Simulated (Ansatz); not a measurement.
Reaction: CH3S (SMILES [CH2]S, doublet) → CH3S- (SMILES [CH2-]S) (an electron is taken up)
Each species at its own B3LYP-D3(BJ)/def2-TZVP minimum (Ansatz, a first-principles code).

Total energies in hartree (Ansatz). Open shells are spin-unrestricted; no spin-orbit coupling. Correlated methods leave the cores frozen. No relativity.

```tsv
species	HF/aug-cc-pV(T+d)Z	CCSD(T)/aug-cc-pV(T+d)Z	HF/aug-cc-pV(Q+d)Z	CCSD(T)/aug-cc-pV(Q+d)Z	CCSD(T)/aug-cc-pV(D+d)Z	CCSDT(Q)/aug-cc-pV(D+d)Z
1: CH3S (SMILES [CH2]S, doublet)	-437.13277	-437.51788	-437.13850	-437.54281	-437.42780	-437.42951
2: CH3S- (SMILES [CH2-]S)	-437.10327	-437.53695	-437.10887	-437.56297	-437.44315	-437.44500
```

### Question
Work out the adiabatic electron affinity (electronic), positive where energy is released in eV: take Hartree-Fock from aug-cc-pV(Q+d)Z, extrapolate the CCSD(T) correlation energy as X^-3 (X = 3, 4), and add CCSDT(Q) - CCSD(T) in aug-cc-pV(D+d)Z. 1 hartree = 27.211 eV.

### Answer

Species 1: correlation (64·(-0.40431) - 27·(-0.38511))/37 = -0.41832; step -0.00171; E1 = -437.13850 + (-0.41832) + (-0.00171) = -437.55853
Species 2: correlation (64·(-0.45410) - 27·(-0.43368))/37 = -0.46900; step -0.00185; E2 = -437.10887 + (-0.46900) + (-0.00185) = -437.57972
+1·E1 -1·E2 = 0.02119 hartree = 0.58 eV.
